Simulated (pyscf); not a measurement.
One 1,1-elimination on the singlet surface with elements of a group swapped. ωB97M-D3(BJ)/def2-TZVP, kJ/mol, from the reactant's lowest minimum found. Single points on ωB97X-D3(BJ)/def2-SVP structures (PySCF, gas phase).

```
step                                        barrier  reaction energy  imaginary mode (i cm⁻¹)
------------------------------------------  -------  ---------------  -----------------------
H₃Si–PH–GeH₃ → H₂P–GeH₃ + SiH₂ [singlet]      255.1           +253.2                      922
H₃Si–AsH–GeH₃ → H₃Ge–AsH₂ + SiH₂ [singlet]      [?]              [?]                      701
```

Fill in the missing entries.


- H₃Si–AsH–GeH₃ → H₃Ge–AsH₂ + SiH₂ [singlet], barrier: 236.9
- H₃Si–AsH–GeH₃ → H₃Ge–AsH₂ + SiH₂ [singlet], reaction energy: +261.8

Row 1: On the product side the descent ends in a bound adduct, 40.2 kJ/mol under the separated species and 28.8 kJ/mol under the saddle at ωB97X-D3(BJ)/def2-TZVP. Row 2: On the product side the descent ends in an adduct with a H–Si contact, 52.6 kJ/mol under the separated species and 11.9 kJ/mol under the saddle at ωB97X-D3(BJ)/def2-TZVP. Each row is the saddle that its search found. Elements up to Kr have no core potential and no relativistic terms here.
